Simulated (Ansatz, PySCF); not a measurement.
Breaking a bond: SH, doublet.

- UKS-PBE = unrestricted PBE/cc-pVTZ run with Ansatz (a quantum-chemistry and plane-wave program)
- UKS-B3LYP/6-31G* = unrestricted B3LYP/6-31G*, spherical d in PySCF
- UHF/STO-3G = unrestricted Hartree-Fock/STO-3G (PySCF)

Energies are in kcal/mol, each relative to the lowest point of its own curve near equilibrium.

```csv
R / Å,UKS-PBE,UKS-B3LYP/6-31G*,UHF/STO-3G
1.02,62.0,63.7,72.8
1.08,37.1,37.8,43.1
1.15,18.1,18.2,20.3
1.22,7.0,6.9,7.1
1.26,3.3,3.2,2.9
1.32,0.4,0.4,0.1
1.35,0.0,0.0,0.0
1.40,…,…,…
1.43,1.2,1.4,3.2
1.47,…,3.2,…
1.55,7.5,8.0,…
1.65,14.9,15.7,27.0
```

Problem. Some entries are withheld; supply them.

Solution. 
- 1.40, UKS-PBE: 0.4
- 1.40, UKS-B3LYP/6-31G*: 0.5
- 1.40, UHF/STO-3G: 1.5
- 1.47, UKS-PBE: 2.8
- 1.47, UHF/STO-3G: 6.2
- 1.55, UHF/STO-3G: 14.4

The scan ran from 1.02 to 5.38 Å; beyond the distances shown one of the unrestricted levels run for this scan, shown here or not, changes its spin distribution in one step.
